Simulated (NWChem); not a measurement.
Species: pyridine (C₅H₅N); SMILES c1ccncc1

```xyz
11

C     -0.0044     1.3793     0.0000
C     -1.1992     0.6634     0.0000
C     -1.1363    -0.7306     0.0000
N      0.0046    -1.4150     0.0000
C      1.1411    -0.7233     0.0000
C      1.1949     0.6712     0.0000
H     -0.0080     2.4725     0.0000
H     -2.1656     1.1727     0.0000
H     -2.0598    -1.3221     0.0000
H      2.0684    -1.3087     0.0000
H      2.1580     1.1866     0.0000
```
Atoms are numbered in this order, from 1.

Level: PBE0/def2-SVP (NWChem), optimised geometry, unscaled harmonic frequencies. 

```
frequency (cm⁻¹)  IR intensity (km/mol)
----------------  ---------------------
385                                 0.0
424                                 3.4
608                                 4.5
670                                 0.4
722                                55.7
774                                 5.3
905                                 0.0
968                                 0.0
1017                                0.0
1018                               10.6
1032                                0.0
1059                                2.2
1086                                0.0
1098                                6.5
1159                                1.8
1243                                4.0
1359                                0.0
1371                                0.1
1484                               27.8
1522                                4.5
1670                               24.6
1672                               13.7
3175                               26.7
3178                                5.3
3209                                3.1
3225                               11.8
3232                                2.5
```

- zero-point energy = 56.1 kcal/mol
- thermal correction to the enthalpy at 298.15 K (with zero-point energy) = 59.4 kcal/mol
- heat capacity Cv = 16.0 cal/(mol K)
- entropy at 298.15 K and 1 atm (symmetry number 2) = 67.2 cal/(mol K)
- dipole moment = 2.17 D

Rigid rotor and harmonic oscillator.
